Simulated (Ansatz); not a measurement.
Molecular dynamics of C4H7NO

Input:

```yaml
crystal:
  periodic: [false, false, false]
  atoms:
    - { symbol: C, position_ang: [1.957656, -0.663724, 0.371501] }
    - { symbol: C, position_ang: [0.458297, -0.13871, 0.335794] }
    - { symbol: "N", position_ang: [-0.111396, 0.432031, 1.501799] }
    - { symbol: C, position_ang: [-0.549259, -0.073385, -0.799749] }
    - { symbol: C, position_ang: [-1.955976, 0.498112, -0.524493] }
    - { symbol: O, position_ang: [-0.215076, -0.378012, -1.958183] }
    - { symbol: H, position_ang: [2.125343, -1.612505, -0.163122] }
    - { symbol: H, position_ang: [2.262548, -0.94592, 1.361014] }
    - { symbol: H, position_ang: [2.534318, 0.161806, -0.033108] }
    - { symbol: H, position_ang: [0.574313, 0.391819, 2.311767] }
    - { symbol: H, position_ang: [-2.576016, -0.278026, -0.097039] }
    - { symbol: H, position_ang: [-1.891618, 1.402659, 0.135248] }
    - { symbol: H, position_ang: [-2.323654, 0.717357, -1.536388] }
magnetization:
  spin_polarized: true
basis:
  gaussian: { orbitals: STO-3G }
hamiltonian:
  xc: hf
md:
  timestep: 0.5
  n_steps: 266
  ensemble: nvt_langevin
  temperature: 300.0
  initial_velocities: maxwell_boltzmann
  seed: 529602
  friction: 0.02
```

Run as:

```bash
$ ansatz run input.yaml --threads 1 --pin off --max-ram 2048MiB --backend cpu --events-out ev --progress --plain --runs-dir out
```

It goes on from the last frame of an earlier run, with new velocities.

Output, in part (one step line in 9, the closing report, with atoms numbered from 0):

```
md step     0: t =     0.00 fs  T =   276.9 K  F+E_penalty+E_count = -7652.74011790 eV  E_kin = 0.465336 eV  (203 SCF iters)
md step     9: t =     4.50 fs  T =   359.9 K  F+E_penalty+E_count = -7652.90609850 eV  E_kin = 0.604686 eV  (42 SCF iters)
md step    18: t =     9.00 fs  T =   320.1 K  F+E_penalty+E_count = -7652.95567252 eV  E_kin = 0.537808 eV  (45 SCF iters)
md step    27: t =    13.50 fs  T =   282.6 K  F+E_penalty+E_count = -7652.96838174 eV  E_kin = 0.474923 eV  (46 SCF iters)
md step    36: t =    18.00 fs  T =   324.3 K  F+E_penalty+E_count = -7653.05136272 eV  E_kin = 0.544907 eV  (42 SCF iters)
md step    45: t =    22.50 fs  T =   314.4 K  F+E_penalty+E_count = -7653.03924710 eV  E_kin = 0.528380 eV  (40 SCF iters)
md step    54: t =    27.00 fs  T =   295.9 K  F+E_penalty+E_count = -7653.03515733 eV  E_kin = 0.497243 eV  (42 SCF iters)
md step    63: t =    31.50 fs  T =   393.9 K  F+E_penalty+E_count = -7653.05789019 eV  E_kin = 0.661859 eV  (40 SCF iters)
md step    72: t =    36.00 fs  T =   303.2 K  F+E_penalty+E_count = -7653.08976754 eV  E_kin = 0.509548 eV  (40 SCF iters)
md step    81: t =    40.50 fs  T =   404.9 K  F+E_penalty+E_count = -7653.18159677 eV  E_kin = 0.680329 eV  (45 SCF iters)
md step    90: t =    45.00 fs  T =   361.2 K  F+E_penalty+E_count = -7652.97329371 eV  E_kin = 0.606920 eV  (42 SCF iters)
md step    99: t =    49.50 fs  T =   418.2 K  F+E_penalty+E_count = -7653.13370417 eV  E_kin = 0.702711 eV  (81 SCF iters)
md step   108: t =    54.00 fs  T =   291.7 K  F+E_penalty+E_count = -7652.92261834 eV  E_kin = 0.490223 eV  (83 SCF iters)
md step   117: t =    58.50 fs  T =   336.2 K  F+E_penalty+E_count = -7653.11318358 eV  E_kin = 0.565020 eV  (84 SCF iters)
md step   126: t =    63.00 fs  T =   253.8 K  F+E_penalty+E_count = -7653.01204104 eV  E_kin = 0.426464 eV  (74 SCF iters)
md step   135: t =    67.50 fs  T =   340.9 K  F+E_penalty+E_count = -7653.15778008 eV  E_kin = 0.572913 eV  (81 SCF iters)
md step   144: t =    72.00 fs  T =   299.0 K  F+E_penalty+E_count = -7653.06945658 eV  E_kin = 0.502360 eV  (79 SCF iters)
md step   153: t =    76.50 fs  T =   395.0 K  F+E_penalty+E_count = -7653.18497447 eV  E_kin = 0.663823 eV  (89 SCF iters)
md step   162: t =    81.00 fs  T =   311.1 K  F+E_penalty+E_count = -7653.06806537 eV  E_kin = 0.522825 eV  (86 SCF iters)
md step   171: t =    85.50 fs  T =   435.0 K  F+E_penalty+E_count = -7653.24561322 eV  E_kin = 0.730973 eV  (83 SCF iters)
md step   180: t =    90.00 fs  T =   331.8 K  F+E_penalty+E_count = -7653.10030145 eV  E_kin = 0.557480 eV  (78 SCF iters)
md step   189: t =    94.50 fs  T =   382.5 K  F+E_penalty+E_count = -7653.19158930 eV  E_kin = 0.642753 eV  (81 SCF iters)
md step   198: t =    99.00 fs  T =   226.6 K  F+E_penalty+E_count = -7653.00296945 eV  E_kin = 0.380731 eV  (78 SCF iters)
md step   207: t =   103.50 fs  T =   414.0 K  F+E_penalty+E_count = -7653.17642241 eV  E_kin = 0.695704 eV  (80 SCF iters)
md step   216: t =   108.00 fs  T =   244.2 K  F+E_penalty+E_count = -7653.00603014 eV  E_kin = 0.410431 eV  (84 SCF iters)
md step   225: t =   112.50 fs  T =   452.9 K  F+E_penalty+E_count = -7653.17287506 eV  E_kin = 0.761006 eV  (83 SCF iters)
md step   234: t =   117.00 fs  T =   281.1 K  F+E_penalty+E_count = -7652.88998966 eV  E_kin = 0.472379 eV  (80 SCF iters)
md step   243: t =   121.50 fs  T =   448.9 K  F+E_penalty+E_count = -7653.15957561 eV  E_kin = 0.754264 eV  (85 SCF iters)
md step   252: t =   126.00 fs  T =   326.0 K  F+E_penalty+E_count = -7652.97991310 eV  E_kin = 0.547831 eV  (87 SCF iters)
md step   261: t =   130.50 fs  T =   325.6 K  F+E_penalty+E_count = -7653.07355665 eV  E_kin = 0.547081 eV  (84 SCF iters)
md step   266: t =   133.00 fs  T =   338.2 K  F+E_penalty+E_count = -7653.18991880 eV  E_kin = 0.568225 eV  (211 SCF iters)
Total energy: -7653.18991880 eV, -281.2495419975 hartree
Atom 0 at     1.619401    -0.674253     0.218234 Å, force    -2.344150    -0.715421    -1.085644 eV/Å
Atom 1 at     0.196188    -0.038637     0.515919 Å, force     1.909167     0.045677    -0.118198 eV/Å
Atom 2 at    -0.052377     0.716241     1.650795 Å, force    -0.955578    -0.380395    -1.237620 eV/Å
Atom 3 at    -0.811054     0.015401    -0.575547 Å, force     0.198655    -0.050651     2.352507 eV/Å
Atom 4 at    -2.073966     0.827809    -0.298243 Å, force    -1.029013     0.647797    -1.791769 eV/Å
Atom 5 at    -0.640328    -0.642184    -1.668031 Å, force     0.198191    -0.591639    -1.259593 eV/Å
Atom 6 at     1.568228    -1.740052    -0.020388 Å, force    -0.539380     0.207913     0.196847 eV/Å
Atom 7 at     2.320024    -0.598580     1.010396 Å, force     0.574900     0.655925     1.122891 eV/Å
Atom 8 at     2.016126    -0.227025    -0.677399 Å, force     0.347289     0.535031    -0.186660 eV/Å
Atom 9 at     0.808811     0.686337     2.213335 Å, force     0.992510    -0.133846     0.785948 eV/Å
Atom 10 at    -2.618945     0.519704     0.611327 Å, force     0.470855     0.198095    -0.764392 eV/Å
Atom 11 at    -1.782666     1.880145    -0.238661 Å, force    -0.225850    -0.227235     0.513277 eV/Å
Atom 12 at    -2.713080     0.762840    -1.216634 Å, force     0.402405    -0.191250     1.472407 eV/Å
Dipole moment:     0.268391    -0.018051     0.134944 e Å
```

The run went to its last step. The mean temperature of the second half is 11 % above the set value. A run of 0.13 ps of so small a system gives no equilibrium averages. Limits of this set-up: minimal basis.

The same pairs are bonded in the first frame and the last. Pairs count as bonded within 1.25 times the sum of covalent radii (0.12 Å more for H–H).

Last frame:

```xyz
13
Properties=species:S:1:pos:R:3
C 1.619 -0.674 0.218
C 0.196 -0.039 0.516
N -0.052 0.716 1.651
C -0.811 0.015 -0.576
C -2.074 0.828 -0.298
O -0.640 -0.642 -1.668
H 1.568 -1.740 -0.020
H 2.320 -0.599 1.010
H 2.016 -0.227 -0.677
H 0.809 0.686 2.213
H -2.619 0.520 0.611
H -1.783 1.880 -0.239
H -2.713 0.763 -1.217
```

The run took 4.5 min on 1 thread of Arm Neoverse V2 (shared host), peak memory 0.098 GiB.
